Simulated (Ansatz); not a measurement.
I need the energy of protonation at one site of H₃N, SMILES N. Use the Python package of Ansatz (0.2.0). Use (for the species named): B3LYP, def2-SVP basis, multiplicity 1.

```xyz
4

N    -0.0682    0.2428    0.1081
H     0.4919   -0.3005    0.7534
H    -0.8920   -0.3006   -0.1183
H     0.4682    0.3583   -0.7431
```

Script `h3n.py`:
```python
'''Proton affinity of H3N at one site.'''

import warnings

import ansatz as az
import numpy as np

warnings.simplefilter('ignore', az.DeckWarning)

system = (
    az.Crystal.molecule()
    .atom('N', (-0.06816, 0.24283, 0.10806))
    .atom('H', (0.49193, -0.30047, 0.75338))
    .atom('H', (-0.89196, -0.30062, -0.11835))
    .atom('H', (0.46819, 0.35825, -0.74309))
)

calc = (
    system.calculation()
    .basis(gaussian='def2-SVP')
    .functional('b3lyp')
)
symbols = [site.symbol for site in system.cartesian_sites]
start = np.array([site.position_ang for site in system.cartesian_sites], dtype=float)
rep = calc.relax(force_tolerance=0.01).run(threads=1, pin='off').report
end = np.array(rep['positions_ang'])

# put the proton on the side away from the neighbours, slightly off axis
away = sum((end[0] - end[j]) / np.linalg.norm(end[0] - end[j]) for j in [1, 2, 3]) + np.array([0.15, 0.1, -0.2])
proton = end[0] + 1.0 * away / np.linalg.norm(away)
acid = az.Crystal.molecule()
for symbol, place in zip(symbols, end):
    acid = acid.atom(symbol, place.tolist())
acid = acid.atom('H', proton.tolist())
protonated = (
    acid.calculation()
    .basis(gaussian='def2-SVP')
    .functional('b3lyp')
    .charge(1)
    .relax(force_tolerance=0.01, max_steps=80)
)
after = protonated.run(threads=1, pin='off').report
xyz = np.array(after['positions_ang'])
reach = np.linalg.norm(xyz[:-1] - xyz[-1], axis=1)
print(f'base {rep["free_energy_ev"]:.5f} eV, protonated {after["free_energy_ev"]:.5f} eV')
print(f'the proton ends {reach.min():.3f} A from {symbols[reach.argmin()]}{reach.argmin()}')
print(f'electronic proton affinity {(rep["free_energy_ev"] - after["free_energy_ev"]):.3f} eV')
```

```console
$ python h3n.py
base -1537.70117 eV, protonated -1547.12385 eV
the proton ends 1.032 A from N0
electronic proton affinity 9.423 eV
```

Total energies depend on the basis set; only differences at equal settings carry meaning. The proton is put on one chosen atom, which needn't be the most basic site, so the molecule's proton affinity can be higher; the ends are stationary points, not checked by frequencies, and zero-point and thermal terms count only where printed. b3lyp holds the VWN-RPA fit, as in Gaussian; the form of ORCA and Turbomole is b3lyp5. Finished in 5.4 s on 1 thread of Intel(R) Xeon(R) Platinum 8259CL CPU @ 2.50GHz (Skylake/Cascade Lake) (shared host), peak memory 0.17 GiB.
